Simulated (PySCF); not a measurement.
# Electronic absorption of C2H2FN3

C₂H₂FN₃.
SMILES: `Fc1nc[nH]n1`

Method used: TDDFT PBE0/def2-SVPD, vertical, gas phase, core orbitals frozen in the response (PySCF 2.14.0, density-fitted response routines). Geometry: PBE0-D3(BJ)/def2-SVP; no solvent, vibrations or thermal averaging.

Question: List the vertical singlet excitations with oscillator strengths and describe the spectrum.

Answer: 

```tsv
state	λ (nm)	E (eV)	f	|μ| (D)	symmetry	main configurations (H = HOMO, L = LUMO)
S1	189.5	6.54	0.0061	0.50	A″	H-1→L (99%)
S2	179.5	6.91	0.089	1.85	A′	H→L (88%)
S3	172.3	7.20	0.0059	0.46	A″	H→L+1 (99%)
S4	158.6	7.82	0.057	1.38	A′	H-2→L (71%), H→L+3 (17%)
S5	156.1	7.95	0.0005	0.13	–	H-3→L (71%), H→L+2 (19%), H-1→L+3 (9%)
S6	155.6	7.97	0.0009	0.17	–	H→L+2 (78%), H-3→L (18%)
S7	152.8	8.11	0.015	0.69	A′	H-1→L+1 (95%)
S8	150.9	8.22	0.0009	0.17	–	H-1→L+3 (87%), H-3→L (11%)
S9	147.2	8.42	0.0007	0.14	–	H-2→L+1 (84%), H→L+4 (13%)
S10	145.9	8.50	0.0042	0.36	A″	H→L+4 (84%), H-2→L+1 (14%)
```

Triplets (Tamm–Dancoff): T1 4.76 eV, H→L (91%); T2 6.03 eV, H-1→L (95%); T3 6.04 eV, H-2→L (91%); T4 6.57 eV, H→L+3 (91%).

The lowest singlet comes at 189 nm (631 kJ/mol) in the vacuum ultraviolet; it is weak; its leading configuration is HOMO-1→LUMO (99%). The strongest level in the table is S2 at 6.91 eV (180 nm, f = 0.089). Löwdin shares by element: HOMO nitrogen 48% or more, carbon 34% (atoms not listed hold the other 17%); LUMO nitrogen 53%, carbon 31% or more (atoms not listed hold the other 16%). The listed states span 1.95 eV, and the widest gap between neighbours is 0.62 eV (S3 to S4). The oscillator strengths of these states sum to 0.180; summed over the whole spectrum of an exact calculation they would give the number of electrons, 44 (Thomas–Reiche–Kuhn). Orbital energies (eV): HOMO-3 -10.15, HOMO-2 -9.22, HOMO-1 -8.76, HOMO -8.01, LUMO -0.37, LUMO+1 0.46, LUMO+2 1.31. The vertical ionisation energy (ΔSCF) is 10.37 eV, 1.87 eV above S10. Symmetry labels in Cs follow from the direction of the transition dipole and are given only for states with f of 0.002 or more. Singlets were solved by full linear response, triplets in the Tamm–Dancoff approximation.

The run took 36 s wall on Arm Neoverse V1, one thread (shared host).
